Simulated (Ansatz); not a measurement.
Process, species as SMILES: [PH2] (PH2) → 2 H atom + P atom
B3LYP-D3(BJ)/def2-TZVP geometries, fixed; electronic energies without zero-point terms.
Largest species:
```
P
H 1 1.4234
H 1 1.4234 2 91.73
```
Charge 0, spin multiplicity 2.

Basis-set convergence of the atomisation energy at B3LYP with Ansatz (a quantum-chemistry and plane-wave program). Cartesian d functions, on some or all atoms, in 6-31G*, 6-31+G*, 6-31G**, 6-311G**, 6-311+G**; all else is spherical. The program fits the integrals of some runs and decomposes those of others, by size. Open shells are unrestricted. No added dispersion term, no relativity. Functions are those of the species that has most. Reference: the value in aug-cc-pV(5+d)Z, 158.84 kcal/mol, itself unsure by roughly 0.03 kcal/mol (its mean distance from pcseg-4, aug-pcseg-3, aug-cc-pV(Q+d)Z). Deviations are taken from unrounded values.

```csv
basis,functions,atomisation energy (kcal/mol),minus reference (kcal/mol)
STO-3G,11,206.60,47.75
3-21G,17,140.82,-18.03
6-31G,17,138.45,-20.39
6-31G*,23,154.08,-4.76
6-31+G*,27,154.37,-4.48
6-31G**,29,156.27,-2.58
6-311G**,39,156.14,-2.71
6-311+G**,43,155.90,-2.95
aug-cc-pV(D+d)Z,50,155.90,-2.94
"6-311++G(2d,2p)",55,157.73,-1.12
jun-cc-pV(T+d)Z,76,158.66,-0.18
"6-311++G(3df,3pd)",83,159.16,0.32
aug-cc-pV(T+d)Z,101,158.60,-0.25
aug-cc-pV(Q+d)Z,181,158.86,0.02
aug-cc-pV(5+d)Z,296,158.84,0.00
```

The smallest set listed that lies within 4 kcal/mol of the reference with all its larger relatives (same family, alike in diffuse functions; a set with none counts only in the reference's own line) is 6-31G** (29 functions, -2.58 kcal/mol off).
